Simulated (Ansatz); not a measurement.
in.yaml

```yaml
crystal:
  periodic: [false, false, false]
  atoms:
    - {symbol: Si, position_ang: [0.000000, 0.000000, 0.000000]}
    - {symbol: N, position_ang: [0.000000, 0.000000, 1.889128]}
basis:
  gaussian: {orbitals: 6-31G}
total_charge: 1
magnetization: {spin_polarized: false, initial_magnetization: 4}
correlation: {method: ccsdt_q, electrons: outside_noble_gas}
```

```sh
$ ansatz run in.yaml --threads 1 --pin off --events-out ev --progress --plain --max-ram 2393MiB
```

The program prints:

```
459 factors; integrals over basis functions are off by at most 3.0e-8 eV
mean field evaluation 1: about -9328.1718 eV, gradient 1.6e1 eV
mean field evaluation 2: about -9328.2792 eV, gradient 1.5e1 eV
mean field evaluation 4: about -9329.9075 eV, gradient 2.3e0 eV
mean field evaluation 8: about -9330.2567 eV, gradient 7.4e-1 eV
mean field evaluation 16: about -9330.2616 eV, gradient 4.5e-5 eV
mean field evaluation 32: about -9330.2528 eV, gradient 1.1e0 eV
mean field evaluation 64: about -9330.2506 eV, gradient 1.1e0 eV
mean field evaluation 96: about -9325.9579 eV, gradient 2.8e-1 eV
mean field evaluation 128: about -9322.0572 eV, gradient 2.5e1 eV
mean field evaluation 160: about -9325.0661 eV, gradient 8.0e-4 eV
...
cycle   9  -2.34049433 eV  change    7.7e-5 eV  update   2.1e-4
cycle  10  -2.34046067 eV  change    3.4e-5 eV  update   8.5e-5
cycle  11  -2.34047627 eV  change   -1.6e-5 eV  update   3.8e-5
cycle  12  -2.34049936 eV  change   -2.3e-5 eV  update   1.7e-5
cycle  13  -2.34051260 eV  change   -1.3e-5 eV  update   7.6e-6
cycle  14  -2.34051039 eV  change    2.2e-6 eV  update   4.1e-6
cycle  15  -2.34050615 eV  change    4.2e-6 eV  update   2.0e-6
cycle  16  -2.34050551 eV  change    6.5e-7 eV  update   1.0e-6
cycle  17  -2.34050620 eV  change   -6.9e-7 eV  update   4.9e-7
cycle  18  -2.34050673 eV  change   -5.4e-7 eV  update   2.3e-7
perturbative correction -0.00254300 eV, -0.0000934535 hartree
Total energy: -9332.60463039 eV, -342.9668943001 hartree
```

For the same geometry and basis full CI lies 0.2 meV lower.

Ran on 1 thread of Arm Neoverse V2, shared host: 1.8 s wall, 0.09 GiB peak host memory.
